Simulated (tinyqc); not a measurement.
Worked calculation: G0W0 on RHF in the sto-3g basis, for H2O, spin multiplicity 1. Computed by tinyqc, a small Python program that keeps every step (integrals from PySCF). Settings: charge = 0, multiplicity = 1, basis = sto-3g, method = RHF, energy threshold = 1e-10, iteration cap = 80, orthogonalisation = symmetric, start = Wolfsberg-Helmholz matrix, DIIS depth = 6. Command: `OMP_NUM_THREADS=1 python tinyqc.py 30174 30175 out.jsonl` (the two numbers bound the seeds that draw the settings). One thread of a shared host (Intel(R) Xeon(R) Processor @ 2.60GHz), about 0.07 s of CPU time with the checks. The early iterations of the SCF are left out here.

## One-electron integrals

Geometry (angstrom):
```
atom         x          y         z
O     0.000000   0.000000  0.000000
H     0.000000   0.707000  0.556000
H     0.000000  -0.707000  0.556000
```

Basis sto-3g: exponents (1/bohr^2) and contraction coefficients of normalised primitives:
```
element  l (shell)    exponent  coefficient
O            s (1)  130.709320     0.154329
O            s (1)   23.808861     0.535328
O            s (1)    6.443608     0.444635
O            s (2)    5.033151    -0.099967
O            s (2)    1.169596     0.399513
O            s (2)    0.380389     0.700115
O            p (3)    5.033151     0.155916
O            p (3)    1.169596     0.607684
O            p (3)    0.380389     0.391957
H            s (1)    3.425251     0.154329
H            s (1)    0.623914     0.535328
H            s (1)    0.168855     0.444635
```

Overlap, kinetic and nuclear-attraction integrals over the contracted functions; the nuclear repulsion is the sum of Za Zb / Rab.

nuclear repulsion = 9.78773598 hartree

overlap S, lower triangle:
```
           1O 1s     1O 2s    1O 2px     1O 2py    1O 2pz     2H 1s     3H 1s
1O 1s   1.000000
1O 2s   0.236704  1.000000
1O 2px  0.000000  0.000000  1.000000
1O 2py  0.000000  0.000000  0.000000   1.000000
1O 2pz  0.000000  0.000000  0.000000   0.000000  1.000000
2H 1s   0.061865  0.513433  0.000000   0.324393  0.255110  1.000000
3H 1s   0.061865  0.513433  0.000000  -0.324393  0.255110  0.289988  1.000000
```

kinetic energy T (hartree), lower triangle:
```
            1O 1s     1O 2s    1O 2px     1O 2py    1O 2pz     2H 1s     3H 1s
1O 1s   29.003200
1O 2s   -0.168011  0.808128
1O 2px   0.000000  0.000000  2.528731
1O 2py   0.000000  0.000000  0.000000   2.528731
1O 2pz   0.000000  0.000000  0.000000   0.000000  2.528731
2H 1s    0.002279  0.158256  0.000000   0.259871  0.204368  0.760032
3H 1s    0.002279  0.158256  0.000000  -0.259871  0.204368  0.018121  0.760032
```

nuclear attraction V (hartree), lower triangle:
```
             1O 1s       1O 2s      1O 2px      1O 2py      1O 2pz      2H 1s      3H 1s
1O 1s   -61.795142
1O 2s    -7.461606  -10.206326
1O 2px    0.000000    0.000000  -10.037976
1O 2py    0.000000    0.000000    0.000000  -10.214652
1O 2pz   -0.021737   -0.249434    0.000000    0.000000  -10.147243
2H 1s    -2.011438   -4.286907    0.000000   -2.416938   -1.989063  -6.090784
3H 1s    -2.011438   -4.286907    0.000000    2.416938   -1.989063  -1.933105  -6.090784
```

core Hamiltonian H = T + V (hartree), lower triangle:
```
             1O 1s      1O 2s     1O 2px     1O 2py     1O 2pz      2H 1s      3H 1s
1O 1s   -32.791942
1O 2s    -7.629617  -9.398198
1O 2px    0.000000   0.000000  -7.509245
1O 2py    0.000000   0.000000   0.000000  -7.685921
1O 2pz   -0.021737  -0.249434   0.000000   0.000000  -7.618512
2H 1s    -2.009159  -4.128651   0.000000  -2.157067  -1.784695  -5.330753
3H 1s    -2.009159  -4.128651   0.000000   2.157067  -1.784695  -1.914984  -5.330753
```

## Two-electron integrals

Functions are numbered as in S; the eight-fold symmetry (ij|kl) = (ji|kl) = (kl|ij) leaves the list below.

Two-electron integrals (ij|kl) in chemists' order, unique and non-zero (hartree):
```
(11|11) 4.785065    (21|11) 0.741380    (21|21) 0.136873    (22|11) 1.118947
(22|21) 0.256633    (22|22) 0.817206    (31|31) 0.024477    (32|31) 0.037809
(32|32) 0.180518    (33|11) 1.115814    (33|21) 0.256684    (33|22) 0.817023
(33|33) 0.880159    (41|41) 0.024477    (42|41) 0.037809    (42|42) 0.180518
(43|43) 0.047444    (44|11) 1.115814    (44|21) 0.256684    (44|22) 0.817023
(44|33) 0.785270    (44|44) 0.880159    (51|51) 0.024477    (52|51) 0.037809
(52|52) 0.180518    (53|53) 0.047444    (54|54) 0.047444    (55|11) 1.115814
(55|21) 0.256684    (55|22) 0.817023    (55|33) 0.785270    (55|44) 0.785270
(55|55) 0.880159    (61|11) 0.197254    (61|21) 0.036072    (61|22) 0.067077
(61|33) 0.066953    (61|41) 0.001290    (61|42) 0.002403    (61|44) 0.067187
(61|51) 0.001015    (61|52) 0.001890    (61|54) 0.000184    (61|55) 0.067098
(61|61) 0.009628    (62|11) 0.445315    (62|21) 0.103262    (62|22) 0.360048
(62|33) 0.354243    (62|41) 0.006024    (62|42) 0.044600    (62|44) 0.364800
(62|51) 0.004737    (62|52) 0.035074    (62|54) 0.008303    (62|55) 0.360772
(62|61) 0.027666    (62|62) 0.190863    (63|31) 0.011216    (63|32) 0.063773
(63|43) 0.009438    (63|53) 0.007422    (63|63) 0.028337    (64|11) 0.240148
(64|21) 0.056450    (64|22) 0.210299    (64|33) 0.200603    (64|41) 0.014134
(64|42) 0.088741    (64|44) 0.225649    (64|51) 0.002295    (64|52) 0.019635
(64|54) 0.012275    (64|55) 0.204419    (64|61) 0.015842    (64|62) 0.135431
(64|64) 0.123442    (65|11) 0.188857    (65|21) 0.044393    (65|22) 0.165384
(65|33) 0.157758    (65|41) 0.002295    (65|42) 0.019635    (65|44) 0.162611
(65|51) 0.013021    (65|52) 0.079215    (65|54) 0.013254    (65|55) 0.175603
(65|61) 0.012459    (65|62) 0.106506    (65|64) 0.074792    (65|65) 0.087155
(66|11) 0.560520    (66|21) 0.132076    (66|22) 0.524471    (66|33) 0.503103
(66|41) 0.010654    (66|42) 0.105840    (66|44) 0.542332    (66|51) 0.008378
(66|52) 0.083235    (66|54) 0.030851    (66|55) 0.527364    (66|61) 0.035764
(66|62) 0.338526    (66|64) 0.274714    (66|65) 0.216041    (66|66) 0.774606
(71|11) 0.197254    (71|21) 0.036072    (71|22) 0.067077    (71|33) 0.066953
(71|41) -0.001290   (71|42) -0.002403   (71|44) 0.067187    (71|51) 0.001015
(71|52) 0.001890    (71|54) -0.000184   (71|55) 0.067098    (71|61) 0.009484
(71|62) 0.026827    (71|64) 0.013944    (71|65) 0.012085    (71|66) 0.034218
(71|71) 0.009628    (72|11) 0.445315    (72|21) 0.103262    (72|22) 0.360048
(72|33) 0.354243    (72|41) -0.006024   (72|42) -0.044600   (72|44) 0.364800
(72|51) 0.004737    (72|52) 0.035074    (72|54) -0.008303   (72|55) 0.360772
(72|61) 0.026827    (72|62) 0.158330    (72|64) 0.076680    (72|65) 0.086005
(72|66) 0.235224    (72|71) 0.027666    (72|72) 0.190863    (73|31) 0.011216
(73|32) 0.063773    (73|43) -0.009438   (73|53) 0.007422    (73|63) 0.022845
(73|73) 0.028337    (74|11) -0.240148   (74|21) -0.056450   (74|22) -0.210299
(74|33) -0.200603   (74|41) 0.014134    (74|42) 0.088741    (74|44) -0.225649
(74|51) -0.002295   (74|52) -0.019635   (74|54) 0.012275    (74|55) -0.204419
(74|61) -0.013944   (74|62) -0.076680   (74|64) -0.014602   (74|65) -0.040615
(74|66) -0.098383   (74|71) -0.015842   (74|72) -0.135431   (74|74) 0.123442
(75|11) 0.188857    (75|21) 0.044393    (75|22) 0.165384    (75|33) 0.157758
(75|41) -0.002295   (75|42) -0.019635   (75|44) 0.162611    (75|51) 0.013021
(75|52) 0.079215    (75|54) -0.013254   (75|55) 0.175603    (75|61) 0.012085
(75|62) 0.086005    (75|64) 0.040615    (75|65) 0.068853    (75|66) 0.140758
(75|71) 0.012459    (75|72) 0.106506    (75|74) -0.074792   (75|75) 0.087155
(76|11) 0.192112    (76|21) 0.044921    (76|22) 0.168734    (76|33) 0.164934
(76|44) 0.168155    (76|51) 0.003310    (76|52) 0.028550    (76|55) 0.172938
(76|61) 0.011919    (76|62) 0.088282    (76|64) 0.053694    (76|65) 0.055387
(76|66) 0.159389    (76|71) 0.011919    (76|72) 0.088282    (76|74) -0.053694
(76|75) 0.055387    (76|76) 0.048667    (77|11) 0.560520    (77|21) 0.132076
(77|22) 0.524471    (77|33) 0.503103    (77|41) -0.010654   (77|42) -0.105840
(77|44) 0.542332    (77|51) 0.008378    (77|52) 0.083235    (77|54) -0.030851
(77|55) 0.527364    (77|61) 0.034218    (77|62) 0.235224    (77|64) 0.098383
(77|65) 0.140758    (77|66) 0.364388    (77|71) 0.035764    (77|72) 0.338526
(77|74) -0.274714   (77|75) 0.216041    (77|76) 0.159389    (77|77) 0.774606
```

## Orthogonalisation

S = U s U^T; symmetric (Loewdin) form X = U s^(-1/2) U^T, so that X^T S X = 1.

eigenvalues of S: 0.304060  0.373877  0.885278  1.000000  1.090418  1.336135  2.010232

X, lower triangle:
```
            1O 1s      1O 2s    1O 2px     1O 2py     1O 2pz      2H 1s     3H 1s
1O 1s    1.024431
1O 2s   -0.146561   1.299533
1O 2px   0.000000   0.000000  1.000000
1O 2py   0.000000   0.000000  0.000000   1.134207
1O 2pz  -0.011583   0.135295  0.000000   0.000000   1.065939
2H 1s    0.023076  -0.334773  0.000000  -0.259690  -0.163669   1.257866
3H 1s    0.023076  -0.334773  0.000000   0.259690  -0.163669  -0.108488  1.257866
```

## Iteration 7 (converged): orbitals

converged F (hartree), lower triangle:
```
             1O 1s      1O 2s     1O 2px     1O 2py     1O 2pz      2H 1s      3H 1s
1O 1s   -20.228225
1O 2s    -5.164107  -2.468202
1O 2px    0.000000   0.000000  -0.396993
1O 2py    0.000000   0.000000   0.000000  -0.363914
1O 2pz   -0.031278  -0.155773   0.000000   0.000000  -0.391236
2H 1s    -1.368545  -1.130132   0.000000  -0.406880  -0.391356  -0.664095
3H 1s    -1.368545  -1.130132   0.000000   0.406880  -0.391356  -0.476148  -0.664095
```

Diagonalise F' = X^T F X, C = X C', fill 5 alpha and 5 beta electrons from the bottom; D = 2 C_occ C_occ^T. Each column has its largest component positive (the first on a tie).

F' = X^T F X (hartree), lower triangle:
```
            1          2          3          4          5          6         7
1  -19.845767
2   -2.695552  -1.182963
3    0.000000   0.000000  -0.396993
4    0.000000   0.000000   0.000000  -0.014124
5   -0.054037   0.120251   0.000000   0.000000  -0.218658
6   -0.237722  -0.572694   0.000000  -0.511555  -0.349456   0.045027
7   -0.237722  -0.572694   0.000000   0.511555  -0.349456  -0.132497  0.045027
```

orbital energies (hartree): MO1 -20.237314, MO2 -1.302024, MO3 -0.648067, MO4 -0.462340, MO5 -0.396993, MO6 0.666820, MO7 0.811467

coefficients C:
```
              MO1        MO2        MO3        MO4       MO5        MO6        MO7
1O 1s    0.993986  -0.230694   0.000000   0.106389  0.000000  -0.139971   0.000000
1O 2s    0.027900   0.812605   0.000000  -0.555907  0.000000   0.991251   0.000000
1O 2px   0.000000   0.000000   0.000000   0.000000  1.000000   0.000000   0.000000
1O 2py   0.000000   0.000000   0.610996   0.000000  0.000000   0.000000   1.023713
1O 2pz   0.004989   0.152023   0.000000   0.787271  0.000000   0.751871   0.000000
2H 1s   -0.006661   0.161284   0.441433   0.254649  0.000000  -0.842036  -0.897796
3H 1s   -0.006661   0.161284  -0.441433   0.254649  0.000000  -0.842036   0.897796
```

D after iteration 7, lower triangle:
```
            1O 1s      1O 2s    1O 2px     1O 2py    1O 2pz      2H 1s     3H 1s
1O 1s    2.105092
1O 2s   -0.437747   1.940278
1O 2px   0.000000   0.000000  2.000000
1O 2py   0.000000   0.000000  0.000000   0.746632
1O 2pz   0.107289  -0.627951  0.000000   0.000000  1.285862
2H 1s   -0.033474  -0.021373  0.000000   0.539428  0.449926   0.571533
3H 1s   -0.033474  -0.021373  0.000000  -0.539428  0.449926  -0.207921  0.571533
```

## Convergence

Stop when the energy changes by less than 1e-10 hartree and every element of the error matrix X^T (F D S - S D F) X is below 3e-06.

Course of the cycle:
```
iteration   E (hartree)     change  largest element of the error matrix
1          -74.69029124          -                             3.68e-01
2          -74.92726514  -2.37e-01                             1.00e-01
3          -74.94395796  -1.67e-02                             2.40e-02
4          -74.94478401  -8.26e-04                             3.51e-03
5          -74.94481889  -3.49e-05                             1.02e-04
6          -74.94481892  -2.35e-08                             4.02e-07
7          -74.94481892  -3.27e-13                             1.91e-09
```

PySCF RHF in the same basis = -74.94481892 hartree

Converged in 7 iterations.

## Integrals over molecular orbitals

(pq|rs) = sum C_ip C_jq C_kr C_ls (ij|kl), one index at a time.

one-electron integrals over orbitals h = C^T H C (hartree), lower triangle:
```
            1          2          3          4          5          6          7
1  -32.773777
2    0.555241  -7.744087
3    0.000000   0.000000  -6.527655
4   -0.245217   0.377739   0.000000  -7.131052
5    0.000000   0.000000   0.000000   0.000000  -7.509245
6    0.323113  -1.440983   0.000000  -0.986690   0.000000  -5.352017
7    0.000000   0.000000  -1.683012   0.000000   0.000000   0.000000  -5.631114
```

Two-electron integrals over orbitals (pq|rs), unique and non-zero (hartree):
```
(11|11) 4.743458    (21|11) -0.412704   (21|21) 0.057317    (22|11) 1.002564
(22|21) -0.011998   (22|22) 0.735634    (31|31) 0.011338    (32|31) 0.018381
(32|32) 0.149276    (33|11) 0.819031    (33|21) -0.004339   (33|22) 0.659218
(33|33) 0.650832    (41|11) 0.189584    (41|21) -0.022509   (41|22) 0.017727
(41|33) 0.006865    (41|41) 0.029018    (42|11) -0.117293   (42|21) 0.009674
(42|22) 0.016292    (42|33) 0.007946    (42|41) 0.018965    (42|42) 0.119635
(43|31) -0.003935   (43|32) 0.015220    (43|43) 0.044966    (44|11) 1.021459
(44|21) -0.014607   (44|22) 0.679068    (44|33) 0.612567    (44|41) -0.012354
(44|42) -0.104884   (44|44) 0.812284    (51|51) 0.026082    (52|51) 0.032212
(52|52) 0.142579    (53|53) 0.030034    (54|51) -0.013997   (54|52) -0.047663
(54|54) 0.058691    (55|11) 1.115327    (55|21) -0.011544   (55|22) 0.746768
(55|33) 0.641369    (55|41) 0.005272    (55|42) -0.062703   (55|44) 0.741275
(55|55) 0.880159    (61|11) -0.252749   (61|21) 0.037992    (61|22) -0.000087
(61|33) 0.000009    (61|41) -0.001842   (61|42) 0.020060    (61|44) -0.020553
(61|55) -0.006480   (61|61) 0.033704    (62|11) 0.322918    (62|21) -0.006797
(62|22) 0.146533    (62|33) 0.080620    (62|41) 0.018764    (62|42) 0.017852
(62|44) 0.097516    (62|55) 0.163907    (62|61) 0.005677    (62|62) 0.104675
(63|31) 0.003435    (63|32) -0.039569   (63|43) -0.024546   (63|63) 0.067966
(64|11) 0.199924    (64|21) -0.001711   (64|22) 0.084848    (64|33) 0.041370
(64|41) 0.002790    (64|42) -0.024593   (64|44) 0.114180    (64|55) 0.103505
(64|61) 0.000327    (64|62) 0.059389    (64|64) 0.059059    (65|51) 0.016715
(65|52) 0.061642    (65|54) -0.004682   (65|65) 0.040334    (66|11) 0.813192
(66|21) -0.006756   (66|22) 0.624058    (66|33) 0.580124    (66|41) 0.022396
(66|42) 0.061753    (66|44) 0.550910    (66|55) 0.594004    (66|61) 0.008078
(66|62) 0.098475    (66|64) 0.041907    (66|66) 0.601915    (71|31) 0.015834
(71|32) 0.023718    (71|43) -0.005704   (71|63) 0.004284    (71|71) 0.022188
(72|31) 0.013469    (72|32) 0.034016    (72|43) -0.035077   (72|63) 0.037000
(72|71) 0.017766    (72|72) 0.059366    (73|11) 0.359151    (73|21) -0.007848
(73|22) 0.127748    (73|33) 0.091504    (73|41) -0.001186   (73|42) -0.075112
(73|44) 0.165398    (73|55) 0.184354    (73|61) -0.007601   (73|62) 0.078847
(73|64) 0.069832    (73|66) 0.035532    (73|73) 0.150147    (74|31) -0.010266
(74|32) -0.078170   (74|43) 0.008446    (74|63) 0.039949    (74|71) -0.013999
(74|72) -0.016033   (74|74) 0.068514    (75|53) 0.023498    (75|75) 0.023879
(76|31) 0.009870    (76|32) 0.102114    (76|43) 0.041054    (76|63) -0.062312
(76|71) 0.012938    (76|72) -0.012767   (76|74) -0.056725   (76|76) 0.115247
(77|11) 0.879978    (77|21) -0.009611   (77|22) 0.631318    (77|33) 0.622839
(77|41) 0.004350    (77|42) -0.010618   (77|44) 0.618579    (77|55) 0.630624
(77|61) -0.005696   (77|62) 0.071675    (77|64) 0.037300    (77|66) 0.572479
(77|73) 0.091064    (77|77) 0.628391
```

## Screening: direct RPA

With D = e_a - e_i and K = (ia|jb): diagonalise D^(1/2) (D + 4K) D^(1/2) = Z w^2 Z^T; X + Y = D^(1/2) Z w^(-1/2), each column of Z with its largest component positive (the first on a tie); E_c = (sum w - tr (D + 2K)) / 2.

D^(1/2) (D + 4K) D^(1/2) (hartree^2), lower triangle:
```
            1>6         1>7       2>6        2>7       3>6       3>7       4>6       4>7
1>6  439.801023
1>7    0.000000  444.919250
2>6    0.145683    0.000000  4.700703
2>7    0.000000    0.473976  0.000000   4.968724
3>6    0.000000    0.090151  0.000000   0.246724  2.086397
3>7   -0.167930    0.000000  0.534638   0.000000  0.000000  3.006819
4>6    0.006361    0.000000  0.354200   0.000000  0.000000  0.358592  1.541749
4>7    0.000000   -0.289955  0.000000  -0.105224  0.206804  0.000000  0.000000  1.971679
5>6    0.000000    0.000000  0.000000   0.000000  0.000000  0.000000  0.000000  0.000000
5>7    0.000000    0.000000  0.000000   0.000000  0.000000  0.000000  0.000000  0.000000

          5>6       5>7
5>6  1.303330
5>7  0.000000  1.575806
```

excitation energies w (hartree): 1.141635  1.200882  1.255311  1.340501  1.495811  1.701125  2.216577  2.234208  20.971436  21.093126

X + Y:
```
            1          2         3          4          5          6          7          8
1>6  0.000000  -0.000275  0.000000   0.000000   0.000000   0.001615  -0.000637   0.000000
1>7  0.000000   0.000000  0.000000   0.002210   0.001126   0.000000   0.000000  -0.003405
2>6  0.000000  -0.094243  0.000000   0.000000   0.000000  -0.333237   0.893421   0.000000
2>7  0.000000   0.000000  0.000000   0.093048  -0.055162   0.000000   0.000000   0.968884
3>6  0.000000   0.000000  0.000000  -0.614932   0.730879   0.000000   0.000000   0.063292
3>7  0.000000  -0.219193  0.000000   0.000000   0.000000   0.867008   0.235658   0.000000
4>6  0.000000   0.947635  0.000000   0.000000   0.000000   0.136143   0.093128   0.000000
4>7  0.000000   0.000000  0.000000   0.760725   0.576414   0.000000   0.000000  -0.021862
5>6  0.965315   0.000000  0.000000   0.000000   0.000000   0.000000   0.000000   0.000000
5>7  0.000000   0.000000  0.981162   0.000000   0.000000   0.000000   0.000000   0.000000

             9         10
1>6   0.998394   0.000000
1>7   0.000000   0.998947
2>6   0.000102   0.000000
2>7   0.000000   0.000341
3>6   0.000000   0.000051
3>7  -0.000101   0.000000
4>6   0.000003   0.000000
4>7   0.000000  -0.000161
5>6   0.000000   0.000000
5>7   0.000000   0.000000
```

RPA correlation energy = -0.04698123 hartree

## G0W0 on Hartree-Fock: HOMO

W(p,q,m) = sqrt2 sum_ia (pq|ia) (X+Y)_ia,m; Sigma_c(x) = sum_(i,m) W^2/(x - e_i + w_m) + sum_(a,m) W^2/(x - e_a - w_m); solve x = e_p + Sigma_c(x) by Newton steps; Z = 1/(1 - dSigma/dx); 1 hartree = 27.211386 eV.

The 12 largest terms at x = e_p (hartree; W for the signs of X + Y given):
```
q  m          W       term
5  7   0.282171   0.035921
5  6   0.168712   0.016732
2  1   0.084151   0.003460
5  2   0.059723   0.002970
6  1   0.055063  -0.001375
3  3   0.032605   0.000706
7  3   0.033134  -0.000446
4  1  -0.006392   0.000034
1  1   0.022818   0.000025
5  9  -0.009151   3.99e-06
```

Newton steps (hartree):
```
step          x  Sigma_c(x)         Z
0     -0.396993    0.058031  0.969455
1     -0.340735    0.056307  0.971066
2     -0.340688    0.056306  0.971068
```

quasiparticle energy of the HOMO = -9.270581 eV

Hartree-Fock value = -10.802743 eV

## G0W0 on Hartree-Fock: LUMO

As before.

The 12 largest terms at x = e_p (hartree; W for the signs of X + Y given):
```
q  m          W       term
6  7   0.141776  -0.009068
7  5  -0.109631  -0.007327
2  7   0.166350   0.006612
3  5   0.099937   0.003553
4  7   0.106088   0.003364
4  6   0.069007   0.001683
5  1   0.055063   0.001375
4  2   0.049586   0.001055
2  6   0.058795   0.000942
3  8   0.055526   0.000869
6  2   0.032020  -0.000854
2  2   0.041196   0.000535
```

Newton steps (hartree):
```
step         x  Sigma_c(x)         Z
0     0.666820    0.002574  0.984637
1     0.669354    0.002534  0.984622
2     0.669354    0.002534  0.984622
```

quasiparticle energy of the LUMO = 18.214037 eV

Hartree-Fock value = 18.145084 eV
